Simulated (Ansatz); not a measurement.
Geometry optimisation, Ansatz, UKS PBE0/6-31G*.

The input (input.yaml):

```yaml
crystal:
  periodic: [false, false, false]
  atoms:
    - { symbol: Si, position_ang: [0.0, 0.0, 0.0] }
    - { symbol: H, position_ang: [0.0, 0.0, 1.71] }
    - { symbol: H, position_ang: [1.3768, 0.0, -0.4862] }
    - { symbol: O, position_ang: [-0.7913, 1.3709, -0.5594] }
    - { symbol: H, position_ang: [-1.7491, 1.1401, -0.7818] }
    - { symbol: H, position_ang: [-0.6877, -1.1914, -0.4862] }
    - { symbol: C, position_ang: [0.0, 0.0, 3.12] }
    - { symbol: H, position_ang: [-0.5653, -0.8805, 3.4905] }
    - { symbol: H, position_ang: [1.0452, -0.0494, 3.4905] }
    - { symbol: H, position_ang: [-0.4798, 0.9298, 3.4905] }
magnetization:
  spin_polarized: true
  initial_magnetization: 1
basis:
  gaussian: { orbitals: "6-31G*" }
hamiltonian:
  xc: pbe0
relax:
  f_tol: 0.15
  max_steps: 25
  restrain:
    - { distance: [1, 6], at: 1.11, k: 30.0 }
    - { distance: [0, 1], at: 2.66, k: 30.0 }
```

Command:

```bash
$ ansatz run input.yaml --threads 1 --pin off --max-ram 2048MiB --backend cpu --events-out ev --progress --plain --runs-dir out
```

Question: Where does it end, and by what steps?

Answer: It converged. The restraints hold the end off the free minimum; the threshold counts their pulls, which the force column leaves out. Restrained pairs: H2–C7 (1.41 → 1.10 Å), Si1–H2 (1.71 → 2.67 Å). After 8 steps the energy has fallen by 1.051 eV (the restraints' own energy left out); H2 moved furthest, 0.59 Å.

```tsv
step	energy less start (eV)	largest force component (eV/Å)	accepted
0	0.0000	1.838	yes
1	-0.4133	2.259	yes
2	-0.4101	2.845	yes
3	-0.7373	1.591	yes
4	-0.9946	0.762	yes
5	-1.0274	0.424	yes
6	-1.0336	0.642	yes
7	-1.0398	0.639	yes
8	-1.0507	0.344	yes
```

```xyz
10
Properties=species:S:1:pos:R:3
Si -0.063 0.019 -0.363
H 0.015 -0.016 2.302
H 1.356 0.085 -0.819
O -0.825 1.296 -1.115
H -1.774 1.363 -0.955
H -0.660 -1.299 -0.773
C 0.023 -0.030 3.406
H -0.527 -0.904 3.763
H 1.056 -0.076 3.761
H -0.452 0.880 3.781
```

Time of the run: 46 s on 1 thread of AMD EPYC 7R43 64-Core Processor (Zen 3), on a shared host, peak memory 0.17 GiB.
